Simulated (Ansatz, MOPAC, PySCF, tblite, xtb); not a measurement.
Potential energy surface of H₂O, singlet: map of symmetric stretch and bend. Scanned: O-H bond length and H-O-H angle.

GFN2-xTB, 300 K electronic temperature (tblite); RHF/cc-pVTZ (PySCF); CAM-B3LYP/cc-pVTZ (PySCF); B3LYP/cc-pVTZ (PySCF); RKS-PBE/cc-pVTZ = Ansatz (a program for electronic structure) with restricted PBE/cc-pVTZ; MP2 on RHF/cc-pVTZ, 1 core orbital frozen (PySCF); CCSD on RHF/cc-pVTZ, 1 core orbital frozen (PySCF); CCSD(T) on RHF/cc-pVTZ, 1 core orbital frozen (PySCF); PM3, restricted, heats of formation (MOPAC); AM1, restricted, heats of formation (MOPAC); GFN1-xTB (xtb); RKS-B3LYP/6-31G* = restricted B3LYP/6-31G*, spherical d run with PySCF; RHF/3-21G = PySCF with restricted Hartree-Fock/3-21G; RKS-B3LYP/3-21G = PySCF with restricted B3LYP/3-21G; RKS-M06-2X/6-31G* = restricted M06-2X/6-31G*, spherical d run with PySCF.

Energies in eV at chosen points (x: O-H bond length (Å); y: H-O-H angle (°)), relative to x = 0.96, y = 100:

| method | (0.82, 150) | (0.91, 90) | (1.06, 150) | (1.01, 90) | (1.30, 160) | (0.82, 100) | (1.06, 160) |
|---|---|---|---|---|---|---|---|
| GFN2-xTB | 1.793 | 0.338 | 1.302 | 0.221 | 4.026 | 1.426 | 1.654 |
| RHF | 1.824 | 0.252 | 1.747 | 0.342 | 5.468 | 1.208 | 2.057 |
| CAM-B3LYP | 1.983 | 0.339 | 1.466 | 0.216 | 4.723 | 1.486 | 1.747 |
| B3LYP | 2.011 | 0.342 | 1.480 | 0.203 | 4.654 | 1.497 | 1.768 |
| RKS-PBE/cc-pVTZ | 2.114 | 0.370 | 1.421 | 0.151 | 4.444 | 1.611 | 1.708 |
| MP2 | 2.068 | 0.316 | 1.591 | 0.200 | 4.914 | 1.470 | 1.897 |
| CCSD | 2.052 | 0.312 | 1.622 | 0.218 | 4.948 | 1.443 | 1.938 |
| CCSD(T) | 2.083 | 0.320 | 1.604 | 0.202 | 4.852 | 1.472 | 1.920 |
| PM3 | 1.685 | 0.324 | 1.810 | 0.291 | 5.233 | 1.223 | 2.243 |
| AM1 | 2.196 | 0.325 | 1.951 | 0.216 | 5.139 | 1.169 | 2.442 |
| GFN1-xTB | 1.596 | 0.300 | 1.160 | 0.219 | 4.117 | 1.374 | 1.390 |
| RKS-B3LYP/6-31G* | 2.221 | 0.385 | 1.560 | 0.176 | 4.664 | 1.613 | 1.892 |
| RHF/3-21G | 2.023 | 0.505 | 1.496 | 0.248 | 4.907 | 1.688 | 1.832 |
| RKS-B3LYP/3-21G | 2.255 | 0.574 | 1.350 | 0.070 | 4.193 | 1.997 | 1.679 |
| RKS-M06-2X/6-31G* | 2.205 | 0.378 | 1.550 | 0.199 | 4.781 | 1.596 | 1.875 |
